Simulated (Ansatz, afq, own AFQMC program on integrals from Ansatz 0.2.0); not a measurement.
**SiHBr, triplet: AFQMC among the cluster methods**

```xyz
3

Br    0.0000    0.0000   -1.8587
H     0.0000    0.0000    0.1013
Si    0.0000    0.0000    1.7573
```

Connectivity, by distances: Br ··· Si, 1 bridging H.

Basis cc-pVTZ. Only valence electrons are correlated. Ansatz 0.2.0 and our own AFQMC program on the same integrals; the CISD trial comes from CCSD amplitudes, and released means the phaseless constraint is let go. ± is one standard error of the sampling. No spin–orbit coupling.

Determinant: UHF, the one that the program's search chose, which needn't be the lowest solution. The geometry is a point of a scan.

No full CI on the walks' own integrals is used here; CCSDT(Q) serves as the reference and is uncertain by about the last step of the cluster series.

Cautions: no relativity below Rb; no spin-orbit coupling; inner d shell frozen; lower spins were not checked.

```
T1 diagnostic                               : 0.0211
weight of the determinant in the CISD state : 0.849
⟨S²⟩ of the determinant                     : 2.046
size of the correlated space                : 12 electrons in 72 orbitals
```

```tsv
level	correlation energy (eV)
MP2	-6.3488
CCSD	-7.4383
CCSD(T)	-7.7228
```

(1) Estimate where AFQMC with the constraint released lies against CCSD(T) on the same integrals.

(1) 2.06 ± 0.21 mEh below CCSD(T).

Reference: CCSDT(Q), correlation energy -7.780 eV. The released energy is read at 2.40 1/Eh (meV from the phaseless value at times in 1/Eh: -7 ± 3 at 0.24, -12 ± 3 at 0.51, -26 ± 3 at 0.99, -32 ± 4 at 1.62, -27 ± 6 at 2.40).

```tsv
level	E − E(reference) (mEh)	share of correlation (%)
CCSD(T)	2.10	99.26
CCSDT	0.50	99.83
ph-AFQMC/CISD	1.04 ± 0.20	99.64
released AFQMC	0.05 ± 0.21	99.98
```

A walk keeps the symmetry of its determinant, which the program's search chose and which needn't be the lowest solution, so a lower state of the same spin and another symmetry isn't excluded. Released energies are given only where the last usable release times agree within the noise; a slower fall can still hide under it.
